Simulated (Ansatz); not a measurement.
Molecule: buta-1,3-diene, C4H6, charge 0, multiplicity 1. 
Geometry from a B3LYP-D3(BJ)/def2-TZVP (Ansatz, an electronic-structure program) optimisation:
```xyz
10

C      0.5975     1.7431     0.0042
C      0.5995     0.4091     0.0007
C     -0.5995    -0.4091    -0.0007
C     -0.5975    -1.7431    -0.0042
H      1.5168     2.3130     0.0051
H     -0.3292     2.3053     0.0062
H      1.5464    -0.1238    -0.0012
H     -1.5464     0.1238     0.0012
H      0.3292    -2.3053    -0.0062
H     -1.5168    -2.3130    -0.0051
```
Charge 0, spin multiplicity 1.

Wanted: atomisation energy (electronic, to ground-state atoms), in kcal/mol. Correlated levels leave the core frozen unless marked. UHF or UKS for open shells. No spin-orbit coupling. No relativistic terms. The coupled-cluster limit lacks core correlation, which all-electron functionals hold. CBS marks a two-point X^-3 extrapolation of the correlation energy; Hartree-Fock from the larger set. The bracket is a focal-point correction in the basis named.

The Hartree-Fock reference is unstable (checked in the largest basis), which strains HF and MP2. 

```tsv
level	program	atomisation energy (kcal/mol)
PBE/def2-TZVPD	Ansatz	1033.9
PBE0-D3(BJ)/def2-TZVPD	Ansatz + dftd3	1020.6
BHLYP-D3(BJ)/def2-TZVPD	Ansatz + dftd3	?
r2SCAN0-D4/def2-TZVPD	Ansatz + dftd4	?
CAM-B3LYP/def2-TZVPD	Ansatz	?
LC-wPBE-D4/def2-TZVPD	Ansatz + dftd4	1011.0
B2PLYP/def2-TZVPD	Ansatz	1002.0
SCS-MP2/6-31G*	Ansatz	933.2
RI-MP2/CBS(cc-pVTZ,cc-pVQZ)+[CCSD(T)-MP2]/cc-pVTZ	Ansatz	?
```

Complete the blanks.


- BHLYP-D3(BJ)/def2-TZVPD, atomisation energy (kcal/mol): 987.5
- r2SCAN0-D4/def2-TZVPD, atomisation energy (kcal/mol): 1001.1
- CAM-B3LYP/def2-TZVPD, atomisation energy (kcal/mol): 1011.9
- RI-MP2/CBS(cc-pVTZ,cc-pVQZ)+[CCSD(T)-MP2]/cc-pVTZ, atomisation energy (kcal/mol): 1010.4
